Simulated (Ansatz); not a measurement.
Consider the atomization: `C=NC(=N)O` → 2 C• + 4 H• + 2 N• + O•.

Gas-phase electronic energies from Ansatz, PBE0-D4/def2-TZVP geometries. CCSD(T)/CBS adds triple-zeta CCSD(T) − MP2 to the extrapolated MP2 energy (def2 sets, frozen cores). This one scheme is used for every species, atoms too. DFT in def2-TZVPP. No spin–orbit coupling; open shells (•) take unrestricted orbitals. Spin–orbit coupling would lower the free atoms: a little for C, O. Each species was taken in one conformer, which may not be the lowest.

| species | PBE-D4 energy (Eh) |
| --- | --- |
| `C=NC(=N)O` | -263.13133 |
| C• | -37.79597 |
| H• | -0.49962 |
| N• | -54.53214 |
| O• | -75.00967 |

Work out ΔE.

ΔE = 4 × (-0.49962) + 2 × (-37.79597) + 2 × (-54.53214) + (-75.00967) − (-263.13133) = 1.46696 Eh = +920.5 kcal/mol. CCSD(T)/CBS gives +875.9 kcal/mol.

Largest T1 diagnostic among the species: 0.015.

The D4 term adds +5.8 kcal/mol with B3LYP and +3.0 kcal/mol with PBE0; it sums over pairs of atoms, weighted by their polarisabilities, and B3LYP, whose exchange is more repulsive, gets the larger term. Leaving LDA and LC-ωPBE aside and taking each functional with its dispersion term where it has one, the values, not all of them listed here, spread over 84.2 kcal/mol, from BHLYP-D4 to PBE-D4. LDA lies +127.8 kcal/mol from PBE without D4, its usual overbinding.

B3LYP here is the variant with VWN-RPA as its local correlation; programs differ in this.

For atomizations the MP2-based limit and the directly extrapolated one differ by several kJ/mol either way, and by 10 to 25 for some Ge, Se and Sn compounds, so smaller differences from it don't rank the levels.
